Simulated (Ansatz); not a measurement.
Relaxation of AlFH5P (8 atoms, charge 0, multiplicity 1), to a largest force component of 0.03 eV/Å in at most 50 steps.

Method: RKS PBE/def2-SVPD in Ansatz.

```xyz
8
Properties=species:S:1:pos:R:3:forces:R:3
Al 0.023 0.162 0.033 -0.05 -0.18 -0.27
F 0.001 0.436 1.709 0.02 0.30 0.25
H 1.422 0.168 -0.713 0.08 0.00 0.05
H -1.386 0.087 -0.699 -0.03 -0.01 0.03
P 0.156 -3.069 1.308 0.04 -0.31 -0.10
H -0.598 -3.068 0.076 0.08 0.06 0.03
H 1.427 -2.828 0.667 -0.10 0.04 -0.02
H -0.089 -1.689 1.611 -0.03 0.10 0.02
```

Q: Where does it end, and by what steps?

A: The run converged. The force dipped under the threshold on the way, but the program's further checks kept it going. After 19 steps the energy has fallen by 0.083 eV; H6 moved furthest, 0.80 Å.

```tsv
step	energy less start (eV)	largest force component (eV/Å)	accepted
0	0.0000	0.310	yes
1	-0.0315	0.343	yes
2	-0.0509	0.211	yes
3	-0.0647	0.185	yes
4	-0.0703	0.153	yes
5	-0.0736	0.040	yes
6	-0.0752	0.061	yes
7	-0.0764	0.048	yes
8	-0.0773	0.049	yes
9	-0.0778	0.034	yes
10	-0.0780	0.098	yes
11	-0.0788	0.049	yes
12	-0.0796	0.050	yes
13	-0.0756	0.332	no
14	-0.0807	0.007	yes
15	-0.0818	0.054	yes
16	-0.0814	0.127	no
17	-0.0823	0.026	yes
18	-0.0827	0.017	yes
19	-0.0828	0.027	yes
```

```xyz
8
Properties=species:S:1:pos:R:3
Al 0.000 -0.046 -0.029
F -0.084 0.525 1.580
H 1.445 -0.122 -0.689
H -1.384 -0.139 -0.813
P 0.134 -3.071 1.078
H -0.602 -2.269 0.111
H 1.422 -2.599 0.639
H 0.027 -2.079 2.116
```

Whether the end is a true minimum wasn't checked by a vibrational analysis.

The run took 19 s on 4 threads of Arm Neoverse V1, on a shared host, peak memory 0.14 GiB.
